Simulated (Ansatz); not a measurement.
# doublet C2H7Al+ at 6 levels

Wanted: a comparison of 6 runs (UHF/STO-3G, UB3LYP/6-31G*, U-revPBE/6-311+G**, UMP2/6-311+G**, UCCSD/6-311+G**) of doublet C2H7Al+. 

Program for the calculation: Ansatz 0.2.0.

21 further runs of the same task are left out: 21 set aside as unsound or not needed. Runs told in other sessions of the task aren't counted.

### Step 1. The system as given

C2H7Al+ has 10 atoms, charge +1, and is taken as a doublet. As SMILES of the parent species, `C[CH2][AlH2]`. The coordinates come from a PBE0-D4/def2-TZVP relaxation. That shape belongs to the parent species and isn't relaxed for this state.

Bond lengths: C1–C2 1.528 Å, C2–Al3 1.958 Å, C1–H4 1.094 Å, C1–H5 1.093 Å, C1–H6 1.093 Å, C2–H7 1.099 Å, C2–H8 1.099 Å, Al3–H9 1.592 Å, Al3–H10 1.592 Å. Some angles: C1–C2–Al3 116.9°, C1–C2–H7 110.4°, C1–C2–H8 110.4°, Al3–C2–H7 107.2°, Al3–C2–H8 107.3°, C2–C1–H4 112.2°, C2–C1–H5 111.7°, C2–C1–H6 111.7°, C2–Al3–H9 119.8°, C2–Al3–H10 121.0°.

### Step 2. A single-point energy at UHF/STO-3G (run 1)

job.yaml reads:

```yaml
crystal:
  periodic: [false, false, false]
  atoms:
    - {symbol: C, position_ang: [-0.939200, 0.315000, -0.881100]}
    - {symbol: C, position_ang: [-0.218500, -0.592500, 0.114200]}
    - {symbol: Al, position_ang: [1.379400, 0.134900, 0.981700]}
    - {symbol: H, position_ang: [-1.818700, -0.166800, -1.319100]}
    - {symbol: H, position_ang: [-0.285500, 0.607100, -1.707400]}
    - {symbol: H, position_ang: [-1.279400, 1.241200, -0.410000]}
    - {symbol: H, position_ang: [0.075900, -1.534200, -0.370400]}
    - {symbol: H, position_ang: [-0.905800, -0.910100, 0.910700]}
    - {symbol: H, position_ang: [2.176600, -0.747600, 2.039500]}
    - {symbol: H, position_ang: [1.898300, 1.601800, 0.644700]}
basis:
  gaussian:
    orbitals: STO-3G
accuracy: high
output:
  orbitals: {seedname: orbitals}
magnetization:
  spin_polarized: true
  initial_magnetization: 1
hamiltonian:
  xc: hf
total_charge: 1
```

Launch:

```sh
$ ansatz run job.yaml --threads 1 --pin off --max-ram 2610MiB --events-out events.jsonl --progress --plain --runs-dir runs
```

The log of the run:

```text
Warning: RAYON_NUM_THREADS=1 ignored (pool sized by the plan → 1); use --threads N
Functional definition: HF
  name "HF"
  exchange = exact_x
  correlation = 0
503 factors; integrals over basis functions are off by at most 2.8e-9 eV
mean field evaluation 1: about -8639.5344 eV, gradient 1.7e1 eV
mean field evaluation 2: about -8639.6407 eV, gradient 1.7e1 eV
mean field evaluation 4: about -8642.0038 eV, gradient 2.0e0 eV
mean field evaluation 8: about -8642.0977 eV, gradient 5.8e-2 eV
mean field evaluation 16: about -8642.0948 eV, gradient 1.9e-3 eV
mean field evaluation 32: about -8641.9084 eV, gradient 6.0e0 eV
mean field evaluation 64: about -8641.0325 eV, gradient 7.3e0 eV
mean field evaluation 96: about -8642.0948 eV, gradient 6.4e-4 eV
mean field -8643.02412401 eV, -317.6252781052 hartree, gradient 1.3e-8 eV, S^2 0.762607; 4 other end points of the search recorded, 0 dependent functions left out
reference -8643.02412401 eV, -317.6252781052 hartree; 16, 15 occupied and 10, 11 virtual orbitals, 503 factors
Total energy: -8643.02412401 eV, -317.6252781052 hartree
```

Wall time 0.5 s (1 thread of Arm Neoverse V1, shared host).

### Step 3. The energy at UB3LYP/6-31G(d) (spherical functions) (run 2)

molecule.yaml reads:

```yaml
crystal:
  periodic: [false, false, false]
  atoms:
    - {symbol: C, position_ang: [-0.939200, 0.315000, -0.881100]}
    - {symbol: C, position_ang: [-0.218500, -0.592500, 0.114200]}
    - {symbol: Al, position_ang: [1.379400, 0.134900, 0.981700]}
    - {symbol: H, position_ang: [-1.818700, -0.166800, -1.319100]}
    - {symbol: H, position_ang: [-0.285500, 0.607100, -1.707400]}
    - {symbol: H, position_ang: [-1.279400, 1.241200, -0.410000]}
    - {symbol: H, position_ang: [0.075900, -1.534200, -0.370400]}
    - {symbol: H, position_ang: [-0.905800, -0.910100, 0.910700]}
    - {symbol: H, position_ang: [2.176600, -0.747600, 2.039500]}
    - {symbol: H, position_ang: [1.898300, 1.601800, 0.644700]}
basis:
  gaussian:
    orbitals: 6-31G_st_-spherical.json
total_charge: 1
magnetization:
  spin_polarized: true
  initial_magnetization: 1
hamiltonian:
  xc: {name: B3LYP}
accuracy: high
output:
  orbitals: {seedname: orbitals}
```

The basis set 6-31G* is read from a file made from the Basis Set Exchange's data (not shown).

Launch:

```sh
$ ansatz run molecule.yaml --threads 1 --pin off --max-ram 2610MiB --events-out events.jsonl --progress --plain --runs-dir runs
```

The log of the run:

```text
Warning: RAYON_NUM_THREADS=1 ignored (pool sized by the plan → 1); use --threads N
Functional definition: B3LYP
  name "B3LYP"
  parameter a0 = 0.2
  parameter ax = 0.72
  parameter ac = 0.81
  exchange = (1 - a0 - ax)*slater_x + ax*b88_x + a0*exact_x
  correlation = (1 - ac)*vwn_rpa_c + ac*lyp_c
1472 factors; integrals over basis functions are off by at most 3.5e-9 eV
mean field evaluation 1: about -8758.2723 eV, gradient 5.5e1 eV
mean field evaluation 2: about -8679.8129 eV, gradient 1.0e2 eV
mean field evaluation 4: about -8773.2925 eV, gradient 1.3e1 eV
mean field evaluation 8: about -8775.1075 eV, gradient 6.2e-1 eV
mean field evaluation 16: about -8775.2758 eV, gradient 1.4e-2 eV
mean field evaluation 32: about -8775.2758 eV, gradient 1.2e-7 eV
mean field -8775.27578090 eV, -322.4854368525 hartree, gradient 1.9e-8 eV, S^2 0.754416; 3 other end points of the search recorded, 0 dependent functions left out
reference -8775.27582190 eV, -322.4854383592 hartree; 16, 15 occupied and 44, 45 virtual orbitals, 1472 factors
Total energy: -8775.27582190 eV, -322.4854383592 hartree
```

Run time: 13 s. Hardware: 1 thread of Arm Neoverse V1, shared host; peak memory 0.26 GiB.

Runs 3 to 5 aren't shown in full; the table further down has their settings and results.

### Step 4. A single-point energy at UCCSD/6-311+G(d,p) (run 6)

job.yaml: that of step 2 with these lines changed.

```diff
@@ -15,6 +15,5 @@
   gaussian:
-    orbitals: STO-3G
-accuracy: high
-output:
-  orbitals: {seedname: orbitals}
+    orbitals: 6-311+G_st__st_-spherical.json
+scf:
+  omitted_lower_state_checks: [cluster_reference, increment]
 magnetization:
@@ -22,4 +21,6 @@
   initial_magnetization: 1
-hamiltonian:
-  xc: hf
 total_charge: 1
+accuracy: high
+correlation:
+  method: ccsd
+  frozen_orbitals: {Al: 5, C: 1, H: 0}
```

The basis set 6-311+G** is read from a file made from the Basis Set Exchange's data (not shown).

Launch:

```sh
$ ansatz run job.yaml --threads 1 --pin off --max-ram 2610MiB --events-out events.jsonl --progress --plain --runs-dir runs
```

The log of the run:

```text
Warning: RAYON_NUM_THREADS=1 ignored (pool sized by the plan → 1); use --threads N
[... 14 lines left out ...]
7 core orbitals not correlated: weight in the atoms' cores, before any rotation towards them, 1.000 or more for the frozen orbitals, at most 0.000 for the correlated occupied ones
[... 33 lines left out ...]
Total energy: -8756.71872943 eV, -321.8034777895 hartree
Checks for a lower state left out: cluster_reference, increment
```

Wall time 97 s (1 thread of Arm Neoverse V1, shared host); peak memory 2.2 GiB.

### Step 5. Overview of the runs

```
run                                level  Cartesian functions  frozen core orbitals  energy (Eh)  HOMO energy (eV)  LUMO energy (eV)   ⟨S²⟩  wall time
  1                           UHF/STO-3G                   no                     –  -317.625278            -15.10             -6.19  0.763      0.5 s
  2  UB3LYP/6-31G* (spherical functions)                   no                     –  -322.485438            -13.62            -12.00  0.754       13 s
  3  UB3LYP/6-31G* (Cartesian functions)                  yes                     –  -322.488435            -13.62            -12.00  0.754       13 s
  4                   U-revPBE/6-311+G**                   no                     –  -322.431103            -12.62            -12.48  0.753       16 s
  5                       UMP2/6-311+G**                   no                     7  -321.752094                 –                 –  0.764       15 s
  6                      UCCSD/6-311+G**                   no                     7  -321.803478                 –                 –  0.764       97 s
```

### Step 6. What came out

```
                                          quantity          value
                               run 6: total energy  -321.80348 Eh
run 6: correlation energy (7 core orbitals frozen)     -401.6 mEh
          run 6: ⟨S²⟩ of the reference determinant          0.764
                              run 6: T1 diagnostic          0.021
```

What this shows: Totals of different functionals can't be ranked against each other. In run 1 the basis is minimal, so the values are rough. All runs together took 2.6 min, the longest 97 s.
